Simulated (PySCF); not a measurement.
BH5NP.
Geometry (GFN2-xTB, Å), atoms numbered from 1 in this order:
```
atom  x, y, z in Å
N1    -1.389   -0.140   -0.281
B2    -0.148   -0.267    0.295
P3     1.367    0.560   -0.585
H4    -2.234   -0.528    0.107
H5    -1.552    0.353   -1.145
H6    -0.033   -0.861    1.298
H7     2.274   -0.428   -0.236
H8     1.724    1.319    0.521
```

PySCF closed-shell single points with density fitting, gas phase. The input was altered on purpose; the results of an altered input aren't properties of the species above.

**Question.** At PBE0/pcSseg-1 the sound input gives E = -423.7355 Eh, HOMO -6.89 eV, LUMO -0.12 eV. What comes out at PBE0/pcSseg-1 with: at most 91 cycles, all coordinates scaled by 0.9?

**Answer.** E = -423.6258 Eh, a change of +2.99 eV; HOMO -6.70 eV, LUMO 0.55 eV (gap 7.25 eV against 6.77), in 9 cycles. The distance N1···B2 goes from 1.375 to 1.237 Å, the nuclear repulsion from 92.31 to 102.57 Eh (it goes as one over the scale factor).

Coordinates of the altered input:
```
atom  x, y, z in Å
N1    -1.2505   -0.1256   -0.2525
B2    -0.1328   -0.2401    0.2655
P3     1.2304    0.5043   -0.5261
H4    -2.0107   -0.4749    0.0967
H5    -1.3968    0.3180   -1.0302
H6    -0.0296   -0.7751    1.1684
H7     2.0469   -0.3851   -0.2128
H8     1.5512    1.1870    0.4689
```

The SCF part of the output:
```
final grid: 60992 points
cycle   1  E = -423.5772189681  dE =  8.649e-01  |g| = 4.504e-01  |ddm| = 2.529e+00
cycle   2  E = -423.5777991830  dE = -5.802e-04  |g| = 4.625e-01  |ddm| = 8.310e-01
cycle   3  E = -423.6249967472  dE = -4.720e-02  |g| = 5.485e-02  |ddm| = 4.199e-01
cycle   4  E = -423.6257301329  dE = -7.334e-04  |g| = 1.543e-02  |ddm| = 7.418e-02
cycle   5  E = -423.6257795812  dE = -4.945e-05  |g| = 3.615e-03  |ddm| = 1.742e-02
cycle   6  E = -423.6257837351  dE = -4.154e-06  |g| = 8.809e-04  |ddm| = 7.719e-03
cycle   7  E = -423.6257839003  dE = -1.653e-07  |g| = 6.984e-05  |ddm| = 1.116e-03
cycle   8  E = -423.6257839015  dE = -1.122e-09  |g| = 1.944e-05  |ddm| = 1.217e-04
cycle   9  E = -423.6257839016  dE = -1.017e-10  |g| = 3.905e-06  |ddm| = 3.702e-05
converged SCF energy = -423.6257839016
```
